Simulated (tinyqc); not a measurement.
Worked calculation: UHF in the sto-3g basis, for H2O, spin multiplicity 3. One step of it, computed by the program tinyqc.

Question. Orthogonalisation. S = U s U^T; symmetric (Loewdin) form X = U s^(-1/2) U^T, so that X^T S X = 1.

overlap S, order 1O 1s, 1O 2s, 1O 2px, 1O 2py, 1O 2pz, 2H 1s, 3H 1s:
$$\begin{pmatrix}
1.000000 & 0.236704 & 0.000000 & 0.000000 & 0.000000 & 0.031930 & 0.031930 \\
0.236704 & 1.000000 & 0.000000 & 0.000000 & 0.000000 & 0.342391 & 0.342391 \\
0.000000 & 0.000000 & 1.000000 & 0.000000 & 0.000000 & 0.000000 & 0.000000 \\
0.000000 & 0.000000 & 0.000000 & 1.000000 & 0.000000 & 0.260349 & -0.260349 \\
0.000000 & 0.000000 & 0.000000 & 0.000000 & 1.000000 & 0.169609 & 0.169609 \\
0.031930 & 0.342391 & 0.000000 & 0.260349 & 0.169609 & 1.000000 & 0.124395 \\
0.031930 & 0.342391 & 0.000000 & -0.260349 & 0.169609 & 0.124395 & 1.000000
\end{pmatrix}$$

Give: eigenvalues of S; X.

Answer.

eigenvalues of S: [0.4831, 0.5644, 0.8952, 1.0000, 1.0909, 1.3112, 1.6551]

X, order 1O 1s, 1O 2s, 1O 2px, 1O 2py, 1O 2pz, 2H 1s, 3H 1s:
$$\begin{pmatrix}
1.0234 & -0.1341 & 0.0000 & 0.0000 & -0.0055 & 0.0175 & 0.0175 \\
-0.1341 & 1.1262 & 0.0000 & 0.0000 & 0.0504 & -0.1932 & -0.1932 \\
0.0000 & 0.0000 & 1.0000 & 0.0000 & 0.0000 & 0.0000 & 0.0000 \\
0.0000 & 0.0000 & 0.0000 & 1.0641 & 0.0000 & -0.1596 & 0.1596 \\
-0.0055 & 0.0504 & 0.0000 & 0.0000 & 1.0244 & -0.0938 & -0.0938 \\
0.0175 & -0.1932 & 0.0000 & -0.1596 & -0.0938 & 1.0983 & -0.0420 \\
0.0175 & -0.1932 & 0.0000 & 0.1596 & -0.0938 & -0.0420 & 1.0983
\end{pmatrix}$$
